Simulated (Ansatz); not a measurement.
**One shape, several levels: [HO2]− (SMILES [O-]O)**

Wanted: a comparison of 6 runs (B3LYP/def2-TZVPPD, CAM-B3LYP/def2-TZVPPD, HSE06/def2-TZVPPD, PBE0/def2-TZVPPD, r2SCAN/def2-TZVPPD, CCSD/def2-TZVPPD) of [HO2]−. 

The results are computed with Ansatz 0.2.0.

2 further runs of the same task are left out: 2 set aside as unsound or not needed.

## 1. The system as given

[HO2]− has 3 atoms, charge -1, and is taken as a singlet. SMILES: `[O-]O`. The O1–O2 distance was set to 1.923 Å, away from the relaxed value. At this shape a bond of the SMILES string is far longer than usual.

Bond lengths: O2–H3 0.961 Å. A long bond or contact: O1–O2 1.923 Å.

## 2. The energy at B3LYP/def2-TZVPPD (run 1)

Contents of in.yaml:

```yaml
crystal:
  periodic: [false, false, false]
  atoms:
    - {symbol: O, position_ang: [-0.392411, 1.467044, -0.050853]}
    - {symbol: O, position_ang: [-0.242260, -0.445880, -0.180750]}
    - {symbol: H, position_ang: [0.600030, -0.579720, 0.261570]}
basis:
  gaussian:
    orbitals: def2-TZVPPD.json
total_charge: -1
hamiltonian:
  xc: {name: B3LYP}
accuracy: high
output:
  orbitals: {seedname: orbitals}
```

The basis set def2-TZVPPD is read from a file made from the Basis Set Exchange's data (not shown).

Run with:

```
$ ansatz run in.yaml --threads 1 --pin off --max-ram 3480MiB --events-out events.jsonl --progress --plain --runs-dir runs
```

What it wrote:

```text
Warning: RAYON_NUM_THREADS=1 ignored (pool sized by the plan → 1); use --threads N
Functional definition: B3LYP
  name "B3LYP"
  parameter a0 = 0.2
  parameter ax = 0.72
  parameter ac = 0.81
  exchange = (1 - a0 - ax)*slater_x + ax*b88_x + a0*exact_x
  correlation = (1 - ac)*vwn_rpa_c + ac*lyp_c
1442 factors; integrals over basis functions are off by at most 3.9e-9 eV
mean field evaluation 1: about -4107.5824 eV, gradient 2.1e1 eV
mean field evaluation 2: about -4106.6298 eV, gradient 3.3e1 eV
mean field evaluation 4: about -4108.3716 eV, gradient 6.2e0 eV
mean field evaluation 8: about -4108.4520 eV, gradient 1.7e-1 eV
mean field evaluation 16: about -4108.4521 eV, gradient 2.3e-5 eV
mean field -4108.45205048 eV, -150.9828280463 hartree, gradient 8.6e-8 eV, S^2 0.000000; 0 other end points of the search recorded, 0 dependent functions left out
reference -4108.45207827 eV, -150.9828290678 hartree; 9, 9 occupied and 88, 88 virtual orbitals, 1442 factors
Total energy: -4108.45207827 eV, -150.9828290678 hartree
```

It took 2.3 s on 1 thread of Arm Neoverse V2, shared host; peak memory 0.19 GiB.

## 3. A single-point energy at CAM-B3LYP/def2-TZVPPD (run 2)

Contents of run.yaml:

```yaml
crystal:
  periodic: [false, false, false]
  atoms:
    - {symbol: O, position_ang: [-0.392411, 1.467044, -0.050853]}
    - {symbol: O, position_ang: [-0.242260, -0.445880, -0.180750]}
    - {symbol: H, position_ang: [0.600030, -0.579720, 0.261570]}
basis:
  gaussian: {orbitals: def2-TZVPPD.json}
total_charge: -1
hamiltonian: {xc: {name: CAM-B3LYP}}
accuracy: high
output: {orbitals: {seedname: orbitals}}
```

The basis set def2-TZVPPD is read from a file made from the Basis Set Exchange's data (not shown).

Run with:

```
$ ansatz run run.yaml --threads 1 --pin off --max-ram 3480MiB --events-out events.jsonl --progress --plain --runs-dir runs
```

What it wrote:

```text
Warning: RAYON_NUM_THREADS=1 ignored (pool sized by the plan → 1); use --threads N
Functional definition: CAM-B3LYP
  name "CAM-B3LYP"
  parameter alpha = 0.19
  parameter beta = 0.46
  parameter omega = 0.33/bohr
  parameter ac = 0.81
  exchange = (1 - alpha - beta)*b88_x + beta*b88_x_sr(omega) + alpha*exact_x + beta*exact_x_lr(omega)
  correlation = (1 - ac)*vwn5_c + ac*lyp_c
1442 factors; integrals over basis functions are off by at most 3.9e-9 eV
307 factors; integrals over basis functions are off by at most 2.4e-9 eV
mean field evaluation 1: about -4106.0220 eV, gradient 2.1e1 eV
mean field evaluation 2: about -4105.5528 eV, gradient 2.9e1 eV
mean field evaluation 4: about -4106.9010 eV, gradient 3.9e0 eV
mean field evaluation 8: about -4106.9310 eV, gradient 9.2e-2 eV
mean field evaluation 16: about -4106.9311 eV, gradient 1.2e-4 eV
mean field -4106.93108369 eV, -150.9269335479 hartree, gradient 1.3e-8 eV, S^2 0.000000; 0 other end points of the search recorded, 0 dependent functions left out
reference -4106.93109739 eV, -150.9269340512 hartree; 9, 9 occupied and 88, 88 virtual orbitals, 1442 factors
Total energy: -4106.93109739 eV, -150.9269340512 hartree
```

Run time: 2.9 s. Hardware: 1 thread of Arm Neoverse V2, shared host; peak memory 0.21 GiB.

Runs 3 to 4 aren't shown in full; the table further down has their settings and results.

## 4. A single-point energy at r2SCAN/def2-TZVPPD (run 5)

Contents of in.yaml:

```yaml
basis:
  gaussian:
    orbitals: def2-TZVPPD.json
crystal:
  periodic: [false, false, false]
  atoms:
    - {symbol: O, position_ang: [-0.392411, 1.467044, -0.050853]}
    - {symbol: O, position_ang: [-0.242260, -0.445880, -0.180750]}
    - {symbol: H, position_ang: [0.600030, -0.579720, 0.261570]}
output: {orbitals: {seedname: orbitals}}
accuracy: high
hamiltonian:
  xc: {name: r2SCAN}
total_charge: -1
```

The basis set def2-TZVPPD is read from a file made from the Basis Set Exchange's data (not shown).

Run with:

```
$ ansatz run in.yaml --threads 1 --pin off --max-ram 3480MiB --events-out events.jsonl --progress --plain --runs-dir runs
```

What it wrote:

```text
Warning: RAYON_NUM_THREADS=1 ignored (pool sized by the plan → 1); use --threads N
Functional definition: r2SCAN
  name "r2SCAN"
  parameter k0 = 0.174
  parameter k1 = 0.065
  parameter a1 = 4.9479
  exchange = r2scan_x(k0 = k0, k1 = k1, a1 = a1)
  correlation = r2scan_c
1442 factors; integrals over basis functions are off by at most 3.9e-9 eV
mean field evaluation 1: about -4105.5394 eV, gradient 1.9e1 eV
mean field evaluation 2: about -4104.5105 eV, gradient 3.1e1 eV
mean field evaluation 4: about -4106.0895 eV, gradient 6.4e0 eV
mean field evaluation 8: about -4106.1800 eV, gradient 2.6e-2 eV
mean field evaluation 16: about -4106.1800 eV, gradient 9.7e-7 eV
mean field -4106.17998288 eV, -150.8993311019 hartree, gradient 5.5e-8 eV, S^2 0.000000; 0 other end points of the search recorded, 0 dependent functions left out
reference -4106.17998360 eV, -150.8993311284 hartree; 9, 9 occupied and 88, 88 virtual orbitals, 1442 factors
Total energy: -4106.17998360 eV, -150.8993311284 hartree
```

Wall time 3.9 s (1 thread of Arm Neoverse V2, shared host); peak memory 0.19 GiB.

## 5. The energy at CCSD/def2-TZVPPD (run 6)

Contents of input.yaml:

```yaml
crystal:
  periodic: [false, false, false]
  atoms:
    - {symbol: O, position_ang: [-0.392411, 1.467044, -0.050853]}
    - {symbol: O, position_ang: [-0.242260, -0.445880, -0.180750]}
    - {symbol: H, position_ang: [0.600030, -0.579720, 0.261570]}
basis:
  gaussian:
    orbitals: def2-TZVPPD.json
total_charge: -1
correlation:
  method: ccsd
  frozen_orbitals: {H: 0, O: 1}
accuracy: high
scf:
  omitted_lower_state_checks: [cluster_reference, increment]
```

The basis set def2-TZVPPD is read from a file made from the Basis Set Exchange's data (not shown).

Run with:

```
$ ansatz run input.yaml --threads 1 --pin off --max-ram 3480MiB --events-out events.jsonl --progress --plain --runs-dir runs
```

What it wrote (excerpt; [...] marks lines left out):

```text
Warning: RAYON_NUM_THREADS=1 ignored (pool sized by the plan → 1); use --threads N
Functional definition: HF
  name "HF"
[...]
1442 factors; integrals over basis functions are off by at most 3.9e-9 eV
[...]
mean field -4086.66589063 eV, -150.1822014391 hartree, gradient 6.9e-8 eV, S^2 0.000000; 0 other end points of the search recorded, 0 dependent functions left out; unrestricted orbitals would lower it
2 core orbitals not correlated: weight in the atoms' cores, before any rotation towards them, 1.000 or more for the frozen orbitals, at most 0.000 for the correlated occupied ones
reference -4086.66589063 eV, -150.1822014391 hartree; 7, 7 occupied and 88, 88 virtual orbitals, 1442 factors
second order -13.70375419 eV of doubles, -0.00000000 eV of singles
cycle   1  -13.15464603 eV  change    5.5e-1 eV  update   1.7e-1
[...]
cycle  36  -14.06063522 eV  change   7.1e-11 eV  update  5.7e-10
Total energy: -4100.72652585 eV, -150.6989202526 hartree
Checks for a lower state left out: cluster_reference, increment
```

Run time: 6.3 s. Hardware: 1 thread of Arm Neoverse V2, shared host; peak memory 0.53 GiB.

## 6. All runs side by side

```csv
run,level,frozen core orbitals,energy (Eh),HOMO energy (eV),LUMO energy (eV),HOMO–LUMO gap (eV),wall time
1,B3LYP/def2-TZVPPD,–,-150.982829,-0.07,3.32,3.39,2.3 s
2,CAM-B3LYP/def2-TZVPPD,–,-150.926934,-1.93,4.60,6.53,2.9 s
3,HSE06/def2-TZVPPD,–,-150.798795,0.14,3.33,3.18,2.5 s
4,PBE0/def2-TZVPPD,–,-150.805407,-0.27,3.70,3.97,2.5 s
5,r2SCAN/def2-TZVPPD,–,-150.899331,1.20,2.67,1.48,3.9 s
6,CCSD/def2-TZVPPD,2,-150.698920,–,–,–,6.3 s
```

## 7. Outcome

| quantity | value |
| --- | --- |
| run 6: total energy | -150.69892 Eh |
| run 6: correlation energy (2 core orbitals frozen) | -516.7 mEh |
| run 6: T1 diagnostic | 0.048 |

What this shows: Over runs 1, 2, 3, 4, 5 the HOMO–LUMO gap runs from 1.48 eV (r2SCAN/def2-TZVPPD) to 6.53 eV (CAM-B3LYP/def2-TZVPPD). The empty levels of an anion lie above zero and hang on the basis. Totals of different functionals can't be ranked against each other. In runs 3, 5 the HOMO lies above zero, so the outermost electron may be held by the basis alone. In run 6 the T1 diagnostic is large, so a single reference may not serve. In run 6 the log says that unrestricted orbitals would lower the reference, so the values rest on an unstable closed-shell determinant (other closed-shell runs at this shape may share the fault). All runs together took 20 s, the longest 6.3 s.
